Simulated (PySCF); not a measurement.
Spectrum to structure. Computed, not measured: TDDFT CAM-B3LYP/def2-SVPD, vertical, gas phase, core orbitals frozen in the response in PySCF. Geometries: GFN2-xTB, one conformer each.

| state | E (eV) | f | main configurations (H = HOMO, L = LUMO) |
| --- | --- | --- | --- |
| S1 | 6.82 | 0.0001 | H→L (67%), H→L+1 (21%) |
| S2 | 7.24 | 0.030 | H-1→L (58%), H→L+1 (30%) |
| S3 | 7.34 | 0.453 | H→L+2 (94%) |
| S4 | 7.40 | 0.0005 | H→L+3 (80%) |
| S5 | 7.71 | 0.010 | H→L+1 (32%), H-1→L (23%), H→L+4 (19%) |
| S6 | 7.91 | 0.016 | H-1→L+2 (94%) |
| S7 | 8.13 | 0.0019 | H-1→L+1 (28%), H→L+4 (21%), H-1→L+3 (18%) |
| S8 | 8.23 | 0.042 | H-1→L+3 (41%), H-1→L+4 (20%), H→L+6 (12%) |

Triplets computed (Tamm–Dancoff): 4.48, 6.69, 7.08 eV.

Orbital energies (eV): HOMO-3 -10.97, HOMO-2 -10.57, HOMO-1 -9.07, HOMO -8.24, LUMO 1.44, LUMO+1 1.81, LUMO+2 1.88.

Task: Which candidate is it? All have the formula C5H10O.
A. `C1CCOCC1`
B. `C/C=C/COC`
C. `CCCCC=O`

Result: B. Its S1 lies at 6.82 eV; the nearest of the others has S1 at 7.21 eV. S1 is HOMO→LUMO (67%), HOMO→LUMO+1 (21%). Löwdin shares by element: HOMO carbon 78% or more (atoms not listed hold the other 21%); LUMO carbon 39% or more, hydrogen 16% or more (atoms not listed hold the other 45%). At the same level the other candidates give, for their lowest levels:
- `CCCCC=O`: 4.39 eV (f 0.000); 7.22 eV (f 0.020); 8.07 eV (f 0.064); 8.24 eV (f 0.001); 8.31 eV (f 0.003); T1 3.78 eV; HOMO -8.93, LUMO 0.56 eV
- `C1CCOCC1`: 7.21 eV (f 0.007); 7.76 eV (f 0.057); 7.91 eV (f 0.039); 8.04 eV (f 0.006); 8.42 eV (f 0.002); T1 7.04 eV; HOMO -8.64, LUMO 1.42 eV

Shape of the structure used: `[CH3:1]/[CH:2]=[CH:3]/[CH2:4][O:5][CH3:6]`: C2–C3–C4–O5 1°, C3–C4–O5–C6 180°.
